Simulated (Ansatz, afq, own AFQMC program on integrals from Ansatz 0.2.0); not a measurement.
Two steps: Ansatz 0.2.0 writes the Fock matrix and Cholesky factors of the valence space, and afq projects on them the lowest state that overlaps trial and start.

```yaml
crystal:
  periodic: [false, false, false]
  atoms:
    - {symbol: C, position_ang: [-1.946137, 0.000000, 0.000000]}
    - {symbol: H, position_ang: [-2.309343, 1.027301, 0.000000]}
    - {symbol: H, position_ang: [-2.309343, -0.513650, 0.889668]}
    - {symbol: H, position_ang: [-2.309343, -0.513650, -0.889669]}
    - {symbol: H, position_ang: [-0.712137, 0.000000, 0.000000]}
    - {symbol: N, position_ang: [1.729947, 0.000000, 0.000000]}
    - {symbol: C, position_ang: [0.569863, 0.000000, 0.000000]}
basis:
  gaussian: {orbitals: cc-pVDZ}
magnetization: {spin_polarized: true, initial_magnetization: 1}
correlation: {method: ccsd_t, electrons: outside_noble_gas, hamiltonian_folder: ham}
```

```sh
$ ansatz run in.yaml --threads 1 --pin off --events-out ev --progress --plain --max-ram 16896MiB --backend cuda --devices 0, --max-vram 18GiB
```

afq runs on the folder ham with

```
--method phaseless --trial hf --walkers 4000 --populations 20 --least-time 40 --time-step 0.005 --steps-per-block 20 --equilibration-blocks 112 --max-blocks 4000 --target-error 0.0012000 --factor-cut 1e-05 --start spin_pure --seed 1796 --taylor-order 6
```

Times are imaginary, in 1/Eh. The walk had a cap of 93 s. With eight or more populations the least sampling time is a fifth of least-time, and the error comes from their spread.

Output of the walk:

```
orbitals 59  electrons 9 8  factors 470 of 572
reference energy -132.39478485 Eh
CCSD correlation -0.45731980 Eh in 15 cycles, weight of the determinant in the CISD state 0.7895
energy of the start -132.404177 Eh
 block  time / (1/Eh)  mean weight  energy / Eh
     1     0.100  1.0023  -132.517783
     2     0.200  1.0035  -132.600103
     3     0.300  1.0030  -132.658908
     4     0.400  1.0030  -132.703030
     5     0.500  1.0028  -132.738247
    10     1.000  1.0005  -132.816673
    55     5.500  0.9997  -132.866367
   100    10.000  1.0001  -132.865864
   145    14.500  1.0001  -132.864209
   190    19.000  1.0004  -132.872138
   235    23.500  1.0005  -132.876573
   280    28.000  1.0000  -132.870324
   316    31.600  0.9997  -132.887302
   325    32.500  1.0005  -132.883949
   370    37.000  0.9998  -132.881011
   379    37.900  1.0002  -132.869371
error from the spread of 20 populations
energy -132.873507 +/- 0.001193 Eh
(rows thinned)
```

The run passed its tests (sampling time, drift between the halves within three errors, error under three times the target), which doesn't prove that it has relaxed.

Against this walk (error 32.5 meV) on the same determinant: CCSD(T) 123.7 meV higher, CCSDT(Q) 32.9 meV higher (within the noise), a separate phaseless walk with a CISD trial and standard settings 46.7 ± 33.3 meV higher (within the noise). The error is statistical and leaves out the bias of the constraint. The determinant has ⟨S²⟩ = 0.99, so the low cluster orders mix in higher spin (the high orders can go on to a lower state of that spin), while the walk starts as a pure doublet. None of these is a sure reference here.

Cautions: constraint bias not in the error; higher spins were not checked; raised T1 diagnostic (T1 0.041, weight of the determinant 0.79, largest double 0.09); unrestricted determinant spin contaminated (⟨S²⟩ 0.99 against 0.75).

The walk took 55 s on 1 × NVIDIA H100 80GB HBM3 with 2 threads of AMD EPYC 7R13 Processor (Zen 3), on a shared host (the card was shared). The log's last line is the phaseless energy.

CCSDT and higher add their correlation energy to the determinant of the CCSD(T) run, since their own runs factorise the integrals more tightly (a shift of under 2 meV). A walk keeps the symmetry of its determinant, which the program's search chose and which needn't be the lowest solution, so a lower state of the same spin and another symmetry isn't excluded.
